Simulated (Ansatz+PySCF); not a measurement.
# singlet CH₂O: levels of theory in one basis

```xyz
4

C     0.0255    0.0409   -0.5095
O     0.0441    0.0175    0.6891
H    -0.0199   -0.9655   -1.1654
H    -0.0242    0.9040   -1.1079
```

Basis set: def2-SVP (spherical functions). Correlated methods keep 2 orbitals frozen. Charge 0, multiplicity 1.

Computed with Ansatz (development build ahead of 0.2.0); each method stands on the lowest determinant of its kind that the runs found. NEVPT2 correlates all electrons. Active spaces start from the frontier orbitals, and the lowest solution found is given.

```json
{"method": "RHF", "E − E(RHF) (eV)": "0.00", "<S²> of the determinant": "0.00"}
{"method": "RHF-CCSD", "E − E(RHF) (eV)": "-9.05", "<S²> of the determinant": "–"}
{"method": "RHF-CCSD(T)", "E − E(RHF) (eV)": "-9.32", "<S²> of the determinant": "–"}
{"method": "CASSCF(4,3)", "E − E(RHF) (eV)": "-1.02", "<S²> of the determinant": "–"}
{"method": "SC-NEVPT2(4,3)", "E − E(RHF) (eV)": "-8.74", "<S²> of the determinant": "–"}
```

(1) What does RHF-MP2 give on the same scale?

(2) Is a single determinant a sound starting point here?

## Answers

(1) -8.62 eV.

(2) By this sign, yes. Unrestricted orbitals gain 0.00 eV and <S²> is 0.00 against 0.00 for a pure state. The CASSCF(4,3) natural occupations are 2.00, 1.92, 0.08.
